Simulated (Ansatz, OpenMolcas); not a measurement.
**A ladder of methods for C3H6O (SMILES C=CCO)**

The species is C3H6O (10 atoms), meant as a singlet with charge 0. SMILES: `C=CCO`. Geometry: relaxed at PBE0-D4/def2-TZVP. This is one conformer, not always the lowest.

```
atom    x (Å)    y (Å)    z (Å)
   C  -1.0944   0.9475   0.5662
   C   0.1418   0.4971   0.4042
   C   0.4752  -0.8698  -0.0928
   O   1.2889  -0.8327  -1.2502
   H  -1.9546   0.3202   0.3508
   H  -1.2955   1.9497   0.9267
   H   0.9919   1.1418   0.6174
   H  -0.4479  -1.4392  -0.2676
   H   1.0603  -1.4132   0.6550
   H   0.8341  -0.3015  -1.9096
```

Quantity: the atomisation enthalpy at 298 K, in kJ/mol. The values are calculated. The thermal term (zero-point and 298 K enthalpy, harmonic and unscaled) is that of PBE0-D4/def2-TZVP; the spin-orbit lowering of the free atoms at 298 K, 0.5 kJ/mol by their spectra, is taken off.

**What was measured.** CRC Handbook of Chemistry and Physics gives the atomisation enthalpy at 298 K of the gas as 3832 kJ/mol.

| level | kind | program | value (kJ/mol) | computed − measured |
| --- | --- | --- | --- | --- |
| BLYP/cc-pVDZ | GGA | Ansatz | 3734 | -98 |
| TPSS/cc-pVDZ | meta-GGA | OpenMolcas | 3771 | -61 |
| M06-2X/cc-pVDZ | hybrid meta-GGA | OpenMolcas | 3765 | -67 |
| wB97M-V/cc-pVDZ | range-separated hybrid | Ansatz | 3803 | -29 |
| B2PLYP/cc-pVDZ | double hybrid | Ansatz | 3679 | -153 |
| PBE-QIDH/cc-pVDZ | double hybrid | Ansatz | 3692 | -140 |
| MP2/cc-pVDZ | perturbation theory | Ansatz | 3576 | -256 |
| CCSD(T)/cc-pVDZ | coupled cluster or CI | Ansatz | 3523 | -309 |

Nearest: wB97M-V/cc-pVDZ (-29 kJ/mol); farthest: CCSD(T)/cc-pVDZ (-309 kJ/mol). Computed less measured by kind, in kJ/mol (of the ab initio rows, those in cc-pVDZ): GGA -98; meta-GGA -61; global hybrid -67; range-separated hybrid -29; double hybrid -153 to -140; perturbation theory -256; coupled cluster or CI -309. In a finite basis correlated wave-function methods underbind, so their errors here aren't those of the basis-set limit.
